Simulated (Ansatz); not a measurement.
Ansatz (a first-principles code) input (PBE/def2-TZVP):

Ansatz 0.2 input:
```yaml
crystal:
  periodic: [false, false, false]
  atoms:
    - {symbol: C, position_ang: [0.00439699, 0.00529408, 0.50425813]}
    - {symbol: F, position_ang: [-0.01696785, 1.10243765, -0.30214647]}
    - {symbol: F, position_ang: [0.01189880, -1.10854091, -0.27918568]}
    - {symbol: H, position_ang: [-0.90251824, -0.00024261, 1.11129806]}
    - {symbol: H, position_ang: [0.92175780, 0.02340746, 1.09514257]}
basis:
  gaussian:
    orbitals: def2-TZVP
hamiltonian:
  xc: {name: PBE}
relax: {f_tol: 0.003, max_steps: 100}
```

Output:

```
Functional definition: PBE
integrals: 0.02 GiB planned
580 factors; their error is unknown
mean field: 0.22 GiB planned
mean field evaluation 1: about -6497.4935 eV, gradient 3.4e1 eV
mean field evaluation 2: about -6496.4175 eV, gradient 4.4e1 eV
mean field evaluation 4: about -6499.4801 eV, gradient 2.9e0 eV
mean field evaluation 8: about -6499.4784 eV, gradient 6.2e-2 eV
mean field -6499.47841574 eV, -238.8514262737 hartree, gradient 1.9e-5 eV, S^2 0.000000; 0 other end points of the search recorded, 0 dependent functions left out
the calculation of the forces begins
reference -6499.47843831 eV, -238.8514271032 hartree; 13, 13 occupied and 92, 92 virtual orbitals, 580 factors
relax step   1: F+E_penalty+E_count = -6499.47841574 eV  Δ(F+E_penalty+E_count) = +0.000e0 eV  max|allowed force component| = 3.379e-1 eV/Å  Δτ_max = 0.0000 Å  (26 SCF iters, accepted)
these checks for a lower state are left out or cut short: starts, cluster_reference, orbital_swaps, neighbouring_geometries, increment
integrals: 0.02 GiB planned
580 factors; their error is unknown
mean field: 0.22 GiB planned
mean field evaluation 16: about -6499.4993 eV, gradient 7.2e-1 eV
mean field -6499.48468407 eV, -238.8516566307 hartree, gradient 5.5e-6 eV, S^2 0.000000; 0 other end points of the search recorded, 0 dependent functions left out
the calculation of the forces begins
reference -6499.48470668 eV, -238.8516574616 hartree; 13, 13 occupied and 92, 92 virtual orbitals, 580 factors
relax step   2: F+E_penalty+E_count = -6499.48468407 eV  Δ(F+E_penalty+E_count) = -6.268e-3 eV  max|allowed force component| = 1.316e-1 eV/Å  Δτ_max = 0.0067 Å  (31 SCF iters, accepted)
these checks for a lower state are left out or cut short: starts, cluster_reference, orbital_swaps, neighbouring_geometries, increment
integrals: 0.02 GiB planned
580 factors; their error is unknown
mean field: 0.22 GiB planned
mean field -6499.48557176 eV, -238.8516892526 hartree, gradient 5.6e-6 eV, S^2 0.000000; 0 other end points of the search recorded, 0 dependent functions left out
the calculation of the forces begins
reference -6499.48559436 eV, -238.8516900833 hartree; 13, 13 occupied and 92, 92 virtual orbitals, 580 factors
relax step   3: F+E_penalty+E_count = -6499.48557176 eV  Δ(F+E_penalty+E_count) = -8.877e-4 eV  max|allowed force component| = 2.417e-2 eV/Å  Δτ_max = 0.0033 Å  (32 SCF iters, accepted)
these checks for a lower state are left out or cut short: starts, cluster_reference, orbital_swaps, neighbouring_geometries, increment
integrals: 0.02 GiB planned
580 factors; their error is unknown
mean field: 0.22 GiB planned
mean field evaluation 32: about -6499.5009 eV, gradient 3.3e-1 eV
mean field -6499.48558049 eV, -238.8516895734 hartree, gradient 5.6e-6 eV, S^2 0.000000; 0 other end points of the search recorded, 0 dependent functions left out
the calculation of the forces begins
reference -6499.48560309 eV, -238.8516904038 hartree; 13, 13 occupied and 92, 92 virtual orbitals, 580 factors
relax step   4: F+E_penalty+E_count = -6499.48558049 eV  Δ(F+E_penalty+E_count) = -8.729e-6 eV  max|allowed force component| = 6.211e-3 eV/Å  Δτ_max = 0.0004 Å  (32 SCF iters, accepted)
these checks for a lower state are left out or cut short: starts, cluster_reference, orbital_swaps, neighbouring_geometries, increment
integrals: 0.02 GiB planned
580 factors; their error is unknown
mean field: 0.22 GiB planned
mean field -6499.48558133 eV, -238.8516896044 hartree, gradient 5.6e-6 eV, S^2 0.000000; 0 other end points of the search recorded, 0 dependent functions left out
the calculation of the forces begins
reference -6499.48560393 eV, -238.8516904347 hartree; 13, 13 occupied and 92, 92 virtual orbitals, 580 factors
relax step   5: F+E_penalty+E_count = -6499.48558133 eV  Δ(F+E_penalty+E_count) = -8.427e-7 eV  max|allowed force component| = 8.441e-4 eV/Å  Δτ_max = 0.0002 Å  (32 SCF iters, accepted)
integrals: 0.02 GiB planned
580 factors; their error is unknown
mean field: 0.22 GiB planned
mean field evaluation 64: about -6499.4856 eV, gradient 6.6e-4 eV
mean field -6499.48558133 eV, -238.8516896044 hartree, gradient 5.6e-6 eV, S^2 0.000000; 1 other end points of the search recorded, 0 dependent functions left out
the calculation of the forces begins
reference -6499.48560393 eV, -238.8516904347 hartree; 13, 13 occupied and 92, 92 virtual orbitals, 580 factors
Total energy: -6499.48560393 eV, -238.8516904347 hartree
Atom 0 at     0.004390     0.005286     0.503502 Å, force     0.000007     0.000009     0.000844 eV/Å
Atom 1 at    -0.017113     1.110882    -0.306201 Å, force    -0.000000    -0.000334    -0.000507 eV/Å
Atom 2 at     0.011975    -1.117069    -0.283063 Å, force    -0.000009     0.000324    -0.000514 eV/Å
Atom 3 at    -0.911598    -0.000315     1.115723 Å, force    -0.000059     0.000000     0.000089 eV/Å
Atom 4 at     0.930914     0.023571     1.099406 Å, force     0.000060     0.000002     0.000088 eV/Å
Dipole moment:     0.003257     0.003921     0.373490 e Å
```
